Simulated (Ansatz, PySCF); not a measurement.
Potential energy curve for LiH, singlet. Each curve is given relative to its own lowest point near equilibrium.

| R / Å | A | B | C | D |
|---|---|---|---|---|
| 1.22 | 0.752 | 0.954 | 0.918 | 0.762 |
| 1.27 | 0.532 | 0.699 | 0.664 | 0.535 |
| 1.36 | 0.253 | 0.365 | 0.334 | 0.249 |
| 1.47 | 0.067 | 0.124 | 0.103 | 0.061 |
| 1.51 | 0.032 | 0.072 | 0.054 | 0.027 |
| 1.55 | 0.010 | 0.035 | 0.022 | 0.007 |
| 1.60 | 0.000 | 0.008 | 0.000 | 0.000 |
| 1.67 | 0.012 | 0.000 | 0.000 | 0.017 |
| 1.69 | 0.020 | 0.003 | 0.005 | 0.027 |
| 1.74 | 0.047 | 0.021 | 0.028 | 0.060 |
| 1.84 | 0.130 | 0.089 | 0.107 | 0.153 |
| 2.01 | 0.322 | 0.275 | 0.312 | 0.369 |
| 2.16 | 0.521 | 0.483 | 0.537 | 0.590 |
| 2.39 | 0.842 | 0.837 | 0.920 | 1.109 |
| 2.61 | 1.142 | 1.184 | 1.299 | 1.465 |
| 2.86 | 1.450 | 1.564 | 1.722 | 1.691 |
| 3.19 | 1.752 | 2.021 | 2.248 | 1.845 |
| 3.52 | 1.957 | 2.413 | 2.729 | 1.919 |
| 3.88 | 2.105 | 2.762 | 3.197 | 1.958 |
| 4.36 | 2.220 | 3.089 | 3.734 | 1.979 |
| 4.72 | 2.267 | 3.226 | 4.075 | 1.986 |
| 5.55 | 2.279 | 3.184 | 4.682 | 1.991 |
| 6.37 | 2.280 | 2.749 | 5.068 | 1.992 |

Energies in eV.

Problem. Assign the columns to these levels of theory: restricted Hartree-Fock/6-31G*, spherical d run with PySCF; restricted MP2 (frozen core)/3-21G (PySCF); Ansatz (a quantum-chemistry and plane-wave program) with unrestricted PBE/def2-TZVP; Ansatz with MP2 on UHF/def2-TZVP, frozen core.

Solution. A is UKS-PBE; B is RMP2/3-21G; C is RHF/6-31G*; D is UMP2.

The restricted form behind RMP2/3-21G, RHF/6-31G* keeps the bonding electrons paired and can't separate into open-shell fragments. The unrestricted determinant behind UMP2 is spin-contaminated at 2.39 to 6.37 Å (<S²> up to 1.0, against 0.00 for a pure singlet). The unrestricted determinant behind UKS-PBE is spin-contaminated at 2.86 to 6.37 Å (<S²> up to 1.0, against 0.00 for a pure singlet).
